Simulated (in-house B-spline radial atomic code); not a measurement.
Ne. Computed with a B-spline radial atomic code. Model: non-relativistic spherical atom: semilocal Troullier-Martins pseudo-atom, one channel per l, against all electrons, high spin, G0W0 and RPA with empty states to l = 8, local potential for every l without a channel, a model core (radius 0 = none) keeps its share of the functional.

What the tables leave out is listed at the end.

The pseudopotential gives back the lowest level of each angular momentum of its own functional in the configuration it was made in; a second state of the same l is only approximately right. Exact exchange, RPA and GW see the smooth pseudo-orbitals and miss the exchange with the core, for which the functional's share stands in. The column with an uncorrelated core keeps all orbitals and exact exchange, and so separates missing core correlation from pseudisation. Only the three outermost levels and the lowest empty one were computed. RPA here is direct RPA, with no exchange kernel, and its energies carry an (l + 1/2)⁻⁴ tail. A hybrid on a potential with a model core restores only its own semilocal share of the core's exchange.

Command:
```bash
python run_psgw.py task.json out
```
Settings (lengths in bohr, energies in hartree):
```
Z                      10
electrons              10
configuration          [He] 2s2 2p6
generated_in           [He] 2s2 2p6
functional             pbe,pbe
core_shells            1
radius_factor          0.8
core_correction        False
```

Run time, properties included: 15 s on 1 thread of Arm Neoverse N1 (shared host).

Given: made with PBE; model core radius 0 bohr; local radius 0.578 bohr; mean-field start PBE.

Valence shells of the generating configuration: 2s, 2p.

Channel: s 0.548, p 0.749 (radii in bohr).

Computed: largest level miss in the spin-unpolarised generating configuration 0 eV; valence RPA correlation energy all-electron orbitals -0.49122 hartree; valence RPA correlation energy pseudo -0.49209 hartree; pseudo-atom RPA polarisability 2.7991 bohr³.

| level | occupied | mean-field all-electron (eV) | mean-field pseudo minus all (eV) | G0W0 all-electron (eV) | G0W0 uncorrelated core minus all (eV) | G0W0 pseudo minus all (eV) | exchange self-energy all-electron (eV) | exchange self-energy pseudo (eV) |
| --- | --- | --- | --- | --- | --- | --- | --- | --- |
| 2p | 1 | -13.347 | 0 | -20.585 | 0.051 | 0.23 | -37.41 | -36.367 |

(1) What is the all-electron RPA polarisability, core included?

Given: mean-field start PBE0.

Computed: valence RPA correlation energy pseudo -0.4669 hartree; all-electron RPA polarisability, core included 2.3536 bohr³; pseudo-atom RPA polarisability 2.3547 bohr³.

```json
{"level": "2p", "occupied": "1", "mean-field all-electron (eV)": "-15.996", "mean-field pseudo minus all (eV)": "0.024", "G0W0 all-electron (eV)": "-21.2", "G0W0 uncorrelated core minus all (eV)": "0.054", "G0W0 pseudo minus all (eV)": "0.22", "exchange self-energy all-electron (eV)": "-37.553", "exchange self-energy pseudo (eV)": "-36.491"}
```

(2) What is the valence RPA correlation energy all-electron orbitals?

Given: mean-field start Hartree-Fock.

Computed: valence RPA correlation energy all-electron orbitals -0.40817 hartree; valence RPA correlation energy pseudo -0.4089 hartree; pseudo-atom RPA polarisability 1.6653 bohr³.

| level | occupied | mean-field all-electron (eV) | mean-field pseudo minus all (eV) | G0W0 all-electron (eV) | G0W0 uncorrelated core minus all (eV) | G0W0 pseudo minus all (eV) | exchange self-energy all-electron (eV) | exchange self-energy pseudo (eV) |
| --- | --- | --- | --- | --- | --- | --- | --- | --- |
| 2p | 1 | -23.141 | 0.112 | -21.951 | 0.055 | 0.173 | -37.76 | -36.661 |

(3) What is the all-electron RPA polarisability, core included?

Answers

(1) 2.8102 bohr³.

(2) -0.46607 hartree.

(3) 1.6491 bohr³.

Among the listed levels the largest G0W0 shift of the pseudo-atom is +0.23 eV, for 2p on the PBE start, while leaving the core uncorrelated moves that level by +0.05 eV. So pseudisation and the lost core exchange, not the missing core correlation, make the error. Not in the tables (levels of low weight, unsolved or above zero; the highest and the empty levels are kept at any weight): on PBE the G0W0 levels 2s (pseudo minus all -0.08 eV, weights 0.21 and 0.26); on PBE0 the G0W0 levels 2s (pseudo minus all -1.48 eV, weights 0.30 and 0.20); on Hartree-Fock the G0W0 levels 2s (pseudo minus all -0.23 eV, weights 0.63 and 0.13).
